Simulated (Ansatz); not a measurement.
Basis sets compared for the cluster C₃⁻ (the lowest doublet isomer of a short search). Total charge -1; doublet. Geometry PBE0-D4/def2-TZVPD. Ansatz on 4 threads of Arm Neoverse V2 on a shared host; times are rough, and most runs start from earlier orbitals.

```xyz
3

C     0.000    0.000    0.000
C     0.035    0.835    0.997
C    -0.035   -0.835   -0.997
```

At HF/6-31G, HF/def2-TZVPD the charge -1 doublet is spin-contaminated (final ⟨S²⟩ up to 0.88, 0.75 for a pure state). At PBE-D4/def2-SVPD, PBE-D4/def2-TZVPD, PBE0-D4/def2-SVPD, PBE0-D4/def2-TZVPD the highest occupied level of the charge -1 doublet lies above zero (up to 1.44 eV). By energy differences its removal costs 1.88 eV (vertical, to the charge 0 singlet, at CCSD(T)/def2-TZVPPD). The structure comes from a short search, and lower isomers may exist.

```csv
level,functions,energy (Eh),HOMO (eV),LUMO (eV),wall time
HF/6-31G,27,-113.3598,-2.32,7.53,0.1 s
PBE-D4/def2-SVPD,60,-113.8878,1.44,1.70,1.1 s
PBE0-D4/def2-SVPD,60,-113.8863,0.20,2.69,1.1 s
```

Task: Estimate the rows for HF/def2-TZVPD, PBE-D4/def2-TZVPD (with forces), PBE0-D4/def2-TZVPD.

Result: 
| level | functions | energy (Eh) | HOMO (eV) | LUMO (eV) | wall time |
| --- | --- | --- | --- | --- | --- |
| HF/def2-TZVPD | 111 | -113.4596 | -3.27 | 6.10 | 0.7 s |
| PBE-D4/def2-TZVPD (with forces) | 111 | -114.0156 | 1.26 | 1.54 | 5 s |
| PBE0-D4/def2-TZVPD | 111 | -114.0137 | 0.07 | 2.56 | 5.5 s |
